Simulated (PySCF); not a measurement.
Core binding energy against partial charge

Compound: C5H9N.
Structure used (GFN2-xTB), in Å, numbered top down from 1:
```
atom  x, y, z in Å
C1     3.0088   -0.0288   -0.0341
C2     1.8902   -0.4543   -0.0370
C3     0.5162   -0.9096   -0.0208
C4    -0.4537    0.2595    0.2203
C5    -1.8729   -0.2577    0.4400
N6    -0.4406    1.1074   -0.9632
H7     3.9996    0.3152   -0.0371
H8     0.3979   -1.6571    0.7676
H9     0.2756   -1.3678   -0.9830
H10   -0.1260    0.7969    1.1318
H11   -2.2050   -0.8031   -0.4395
H12   -1.9131   -0.9145    1.3058
H13   -2.5549    0.5737    0.6054
H14    0.5037    1.4273   -1.1515
H15   -1.0301    1.9209   -0.8265
```

Binding energies: delta-SCF UKS SCAN, pcX-2 on the ionised atom, pcseg-1 elsewhere, spin-free X2C in PySCF 2.14.0. Charges: PBE0/pcSseg-1 ground-state density, for the ionised atom.

```csv
atom,environment,C 1s (eV),Mulliken (e),IAO (e),Hirshfeld (e),ESP (e)
C1,terminal alkyne carbon,290.00,-0.381,-0.266,-0.129,-0.552
C5,methyl carbon,290.52,-0.201,-0.423,-0.121,-0.543
C2,alkyne carbon,290.58,+0.145,-0.023,-0.035,+0.144
C3,propargylic carbon,291.27,-0.093,-0.281,-0.056,-0.379
C4,sp3 carbon bound to nitrogen,291.46,-0.195,+0.025,+0.025,+0.519
```

Task: How well does each charge scheme correlate with the binding energies over these sites?

Result: Hirshfeld: r = 0.82, slope 7.6 eV per e; ESP: r = 0.62, slope 0.8 eV per e; IAO: r = 0.42, slope 1.3 eV per e; Mulliken: r = 0.29, slope 0.9 eV per e. Hirshfeld charges have the highest r, on only 5 points.

Task: The point-charge model writes a binding energy as kq + V + constant, with V the potential of the other atoms' charges at the site. What does it give with the Mulliken charges?

Result: V = Σ 14.40 eV Å × q/r over all other atoms: +2.91 eV at C1, +3.16 eV at C5, -3.69 eV at C2, +2.21 eV at C3, +0.71 eV at C4. Fitting binding energy − V to q gives k = 13.4 eV per e and leaves an rms residual of 1.27 eV, against 0.51 eV for the fit on q alone. The model has no term for differences in relaxation between sites.

Spin contamination (⟨S²⟩ against 0.75 for a pure doublet) is marked for C 1s of C2 (0.86), which makes this value less certain. Geometry: GFN2-xTB, one conformer, isolated molecule.
